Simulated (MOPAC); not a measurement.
MOPAC input (MNDO):

```
MNDO PRECISE GNORM=0.05 LET XYZ UHF MS=0.5 GEO-OK AUX(PRECISION=9) THREADS=1
C4H5

C    -0.00526853 1   -0.07818118 1    0.25668291 1
C     0.21432733 1   -0.71945097 1   -0.90441436 1
C    -0.06417696 1    0.73770674 1   -1.00647025 1
C    -0.11661065 1   -0.06504015 1    1.60843093 1
H     0.43553374 1   -1.62494026 1   -1.43935488 1
H     0.75052162 1    1.42463687 1   -1.23460956 1
H    -1.03194270 1    1.07391313 1   -1.37801979 1
H     0.01552548 1   -0.97202136 1    2.18420501 1
H    -0.33926529 1    0.84820500 1    2.14240385 1
```

From the last part of the output:

```
                                                       MOPAC v23.2.5 Linux

          FINAL HEAT OF FORMATION =         71.00317 KCAL/MOL =     297.07725 KJ/MOL

          COSMO AREA              =        102.36 SQUARE ANGSTROMS
          COSMO VOLUME            =         85.01 CUBIC ANGSTROMS

          GRADIENT NORM           =          0.02619          =       0.00873 PER ATOM
          IONIZATION POTENTIAL    =          9.101610 EV
          ALPHA SOMO LUMO (EV)    =         -9.102  1.376
          BETA  SOMO LUMO (EV)    =        -10.435  0.348
          NO. OF ALPHA ELECTRONS  =         11
          NO. OF BETA  ELECTRONS  =         10
          MOLECULAR WEIGHT        =         53.0835         POINT GROUP:  Cs

          MOLECULAR DIMENSIONS (Angstroms)

            Atom       Atom       Distance
            H     9    H     5     4.47483
            H     8    H     7     3.96234
            H     7    H     6     1.76267

          SCF CALCULATIONS        =         26

   ATOM   CHEMICAL          X               Y               Z
  NUMBER   SYMBOL      (ANGSTROMS)     (ANGSTROMS)     (ANGSTROMS)

     1       C         -0.00867908  *  -0.06734326  *   0.27253616  *
     2       C          0.21975915  *  -0.73353038  *  -0.93751239  *
     3       C         -0.06260897  *   0.73286932  *  -1.01410657  *
     4       C         -0.11824142  *  -0.06421196  *   1.62667206  *
     5       H          0.43798224  *  -1.62754356  *  -1.46338333  *
     6       H          0.74321913  *   1.43848647  *  -1.25227392  *
     7       H         -1.02776596  *   1.09001610  *  -1.39476505  *
     8       H          0.01137836  *  -0.96568196  *   2.22026981  *
     9       H         -0.34120180  *   0.83954640  *   2.18769883  *

                             CARTESIAN COORDINATES

   1    C       -0.008679076    -0.067343263     0.272536158
   2    C        0.219759145    -0.733530376    -0.937512389
   3    C       -0.062608965     0.732869322    -1.014106569
   4    C       -0.118241418    -0.064211964     1.626672063
   5    H        0.437982239    -1.627543561    -1.463383332
   6    H        0.743219127     1.438486468    -1.252273923
   7    H       -1.027765963     1.090016102    -1.394765052
   8    H        0.011378360    -0.965681961     2.220269806
   9    H       -0.341201799     0.839546402     2.187698827

           Empirical Formula: C4 H5  =     9 atoms

      MOLECULAR POINT GROUP   :   Cs

          ALPHA EIGENVALUES
 -40.95095 -31.37219 -23.66949 -19.76133 -16.01479 -15.00910 -14.96240 -12.19873
 -11.32297 -11.06988  -9.10161   1.37579   2.81768   4.04435   4.49611   4.52064
   4.78243   4.98534   5.34173   5.66258   6.19641

           BETA EIGENVALUES
 -40.73755 -30.50139 -23.10836 -19.60268 -15.90580 -14.87856 -14.81040 -11.94667
 -11.39204 -10.43479   0.34781   2.33164   2.85103   4.49515   4.55787   4.68353
   5.11310   5.25311   5.36555   5.84909   6.43905

              NET ATOMIC CHARGES AND DIPOLE CONTRIBUTIONS

  ATOM NO.   TYPE          CHARGE      No. of ELECS.   s-Pop       p-Pop
    1          C          -0.169125        4.1691     1.19949     2.96964
    2          C          -0.129774        4.1298     1.24971     2.88006
    3          C           0.010826        3.9892     1.20832     2.78085
    4          C           0.009310        3.9907     1.22177     2.76892
    5          H           0.128741        0.8713     0.87126
    6          H           0.030621        0.9694     0.96938
    7          H           0.030620        0.9694     0.96938
    8          H           0.044076        0.9559     0.95592
    9          H           0.044705        0.9553     0.95530
 DIPOLE           X         Y         Z       TOTAL
 POINT-CHG.     0.020    -0.112     0.029     0.117
 HYBRID         0.012    -0.063     0.009     0.065
 SUM            0.031    -0.175     0.038     0.182

          ATOMIC ORBITAL ELECTRON POPULATIONS

     Atom    s        px        py        pz
    1  C   1.19949   1.02869   1.04419   0.89675
    2  C   1.24971   0.98875   0.92729   0.96402
    3  C   1.20832   0.93442   0.89027   0.95616
    4  C   1.22177   0.96717   0.92437   0.87738
    5  H   0.87126
    6  H   0.96938
    7  H   0.96938
    8  H   0.95592
    9  H   0.95530

                    (SZ)    =    0.500000
                    (S**2)  =    0.984751

          ATOMIC ORBITAL SPIN POPULATIONS

    Atom   Total    s     px     py     pz
         Atomic
    1  C -0.6020 -0.041 -0.437 -0.080 -0.044
    2  C  0.9594  0.055  0.754  0.073  0.078
    3  C -0.0326 -0.003 -0.009 -0.044  0.023
    4  C  0.7755  0.039  0.629  0.061  0.046
    5  H -0.0436 -0.044
    6  H  0.0108  0.011
    7  H  0.0108  0.011
    8  H -0.0384 -0.038
    9  H -0.0399 -0.040

 **********************
 *                    *
 * JOB ENDED NORMALLY *
 *                    *
 **********************

 == MOPAC DONE ==
```

The determinant is spin-contaminated: <S^2> is 0.98 against 0.75 for a pure state.
